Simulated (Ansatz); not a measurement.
## HB–CH, doublet: the ladder up to UCCSDT(Q)

Geometry: a PBE0/def2-TZVP stationary point for this spin, not checked as a minimum.

| atom | x (Å) | y (Å) | z (Å) |
| --- | --- | --- | --- |
| B | 0.0000 | 0.0000 | 0.6493 |
| C | 0.0000 | 0.0000 | -0.7007 |
| H | 0.0000 | 0.0000 | 1.8218 |
| H | 0.0000 | 0.0000 | -1.7703 |

Basis cc-pVDZ; Ansatz 0.2.0. Correlated methods freeze the noble-gas cores, which leaves 9 electrons in 36 orbitals. R marks a restricted (for open shells ROHF) determinant, U an unrestricted one. Active spaces: valence = (9e, 10o) chosen from the atoms' valence shells.

Full CI isn't at hand for all of this; UCCSDT(Q) serves as the reference, and is uncertain by about the last step of the cluster series. The frozen core follows each run's orbitals, which can shift R against U totals by a few meV.

For open shells CISD is restricted-active-space CI with the open shells as a complete middle space.

The UHF ⟨S²⟩ is 0.777, the T1 diagnostic (RCCSD) is 0.0171 and the largest doubles amplitude (RCCSD) is 0.099. The T1 diagnostic (UCCSD) is 0.0210.

```
   level  E − E(RHF) (eV)
     UHF          -0.0780
    RMP2          -5.0073
    UMP2          -4.9771
   RCCSD          -5.7545
   UCCSD          -5.7569
RCCSD(T)          -5.9461
UCCSD(T)          -5.9454
```

Task: Estimate how far UCCSDT(Q) in cc-pVDZ lies from RCCSD(T). The table doesn't fix it; the size of (T) and the diagnostics are the guide.

Result: UCCSDT(Q) in cc-pVDZ lies 40 meV below RCCSD(T), which is 21 % of the (T) step (-192 meV). The diagnostics are small and one determinant leads, so the series closes fast and only a small part of (T) is left.

The other levels:

```csv
level,E − E(UCCSDT(Q)) (meV),share of correlation (%),wall time
CISD,583,90.26,1.4 s
BCCD(T),42,99.30,1.2 s
RCCSDT,13,99.78,–
UCCSDT,13,99.78,–
RCCSDT(Q),1,99.99,15 s
CASSCF (valence space),3117,47.93,–
NEVPT2 (valence space),750,87.47,7 s
MRCISD (valence space),150,97.49,–
MRCISD+Q (valence space),11,99.81,12 s
```

The correlation energy at UCCSDT(Q), counted from RHF, is -5.986 eV. That run took 14 s on 1 thread of Arm Neoverse V1, shared host.

Times hold each run's SCF and search for its determinant on a shared host, so for small cases they say little of a method's own cost; they ran on 1 thread of Arm Neoverse V1. Some runs computed forces too.

Natural occupations of CASSCF (valence space) about the gap: 1.981 1.978 1.976 1.938 0.984 0.061 0.028 0.022 0.020 0.011; effectively unpaired electrons, Σ n²(2−n)², 1.04.

Atomization energy (electronic, same basis, no zero-point term; atoms at the same level, unrestricted beside the R rows where the molecule is a closed shell, with restricted open-shell steps beyond CCSDT(Q)) at UCCSDT(Q): 1235.5 kJ/mol. Errors of other levels:

| level | error (kJ/mol) |
| --- | --- |
| RHF | -206.1 |
| UHF | -218.3 |
| RMP2 | 27.0 |
| UMP2 | 22.6 |
| CISD | -48.2 |
| RCCSD | -15.5 |
| UCCSD | -15.7 |
| RCCSD(T) | -1.9 |
| UCCSD(T) | -2.1 |
| BCCD(T) | -2.1 |
| RCCSDT | -1.1 |
| UCCSDT | -1.2 |
| RCCSDT(Q) | 0.0 |
| CASSCF (valence space) | -66.6 |
| NEVPT2 (valence space) | -12.5 |
| MRCISD (valence space) | -12.1 |
| MRCISD+Q (valence space) | -5.1 |

This basis is far from its limit, so the value isn't to be set against a measured one. Truncated CI isn't size-consistent, which counts against it in atomization.
